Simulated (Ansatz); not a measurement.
Results of PBE in Ansatz (plane waves, PAW) for diamond-structure Ge.

Input:

Ansatz 0.2 input:
```yaml
crystal:
  lattice:
    - [0.0, 2.8804364352, 2.8804364352]
    - [2.8804364352, 0.0, 2.8804364352]
    - [2.8804364352, 2.8804364352, 0.0]
  atoms:
    - { symbol: Ge, position: [0.0, 0.0, 0.0] }
    - { symbol: Ge, position: [0.25, 0.25, 0.25] }
basis:
  ecutwfc: 520
  ecutrho_ratio: 4
  xc_grid: 2
kpoints:
  mp_grid: { grid: [10, 10, 10] }
hamiltonian:
  xc: pbe
  dispersion: none
  pseudopotentials: { kind: paw }
scf:
  occupations: { method: fermi_dirac, width: 0.01 }
  convergence: { dr2_threshold: 0.000000001 }
output:
  forces: true
  stress: true
  eigenvalues: true
```

The run printed, among other lines:

```
WARN output.stress: scf.convergence.dr2_threshold = 1e-9 eV is looser than the 2e-10 eV advised for a printed stress (1e-10 eV for each atom of the cell: 2)
Crystal: 2 atoms, lattice volume = 47.797 Å³
Basis set: ecut = 520 eV, 1243 PW (Γ), exchange–correlation on 64×64×64 points (8 copies of the dense FFT grid, shifted against one another)
Bands: 18, of which v1, the nominal top of the filled ones, is band 14 counted from 1 (13 counted from 0)
Symmetry: 48 space group operations
Space group: Fd-3m (ITA 227), of the structure as read, at distance tolerance 3.6e-5 Å
k-points: 47 of 1000
Functional: x = pbe(κ = 0.804, μ = 0.2195149727645171), c = pbe(β = 0.06672455060314922)
SCF iter   1: F=—  HF=-8589.966992 eV  |F-HF|=—  |Δ(HF+E_count)|=         —  Δρ=1.66e-3  dr2=1.58e-3
SCF iter   2: F=—  HF=-8589.966732 eV  |F-HF|=—  |Δ(HF+E_count)|=   2.60e-4  Δρ=1.06e-3  dr2=7.61e-4
  ...
SCF iter   8: F=—  HF=-8589.966912 eV  |F-HF|=—  |Δ(HF+E_count)|=   1.38e-8  Δρ=2.98e-6  dr2=1.84e-9
SCF iter   9: F=-8589.966912 eV  HF=-8589.966912 eV  |F-HF|=4.73e-11  |Δ(HF+E_count)|=   1.73e-9  Δρ=3.32e-7  dr2=2.20e-11
SCF 1 converged in 9 iterations: F = -8589.966912 eV  dr2 = 2.20e-11
SCF converged after 9 iterations
Free energy (F): -8589.966912 eV
Internal energy: -8589.966843 eV  (E = F + TS)
E sigma→0 (E₀):  -8589.966878 eV
Fermi energy:    7.878006 eV
--- Forces (eV/Å), atoms counted from 1 ---
  atom   1  Ge    -0.00000000     0.00000000    -0.00000000
  atom   2  Ge    -0.00000000    -0.00000000    -0.00000000
--- Stress (GPa, compression-positive) ---
       -0.002809       0.000000      -0.000000
        0.000000      -0.002809      -0.000000
       -0.000000      -0.000000      -0.002809
  P = ⅓ Tr σ = -0.0028 GPa (-0.028 kbar)
```

Note: the run finds no gap at this volume, although the solid has one.

Ansatz is a program for electronic structure.
